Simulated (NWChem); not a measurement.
NO anion, triplet

```xyz
2

N      0.0000     0.0000    -0.6792
O      0.0000     0.0000     0.5929
```
Atoms are numbered in this order, from 1.

Computed with NWChem. Pople sets run with spherical d functions. Spin-unrestricted. Sets without diffuse functions describe the anion's extra electron poorly. The geometry was optimised at B3LYP/def2-SVPD, spin-unrestricted. No stability test was run on the SCF state. Vzz is the largest principal value of the second derivative of the potential at the nucleus (NWChem prints the opposite sign); η is the asymmetry. Non-relativistic.

For level UHF/6-31G*:

Vzz O2 (a.u.): 1.466

Estimate the same quantities for level UHF/cc-pVTZ.

The vzz O2 (a.u.) comes out as 1.518.
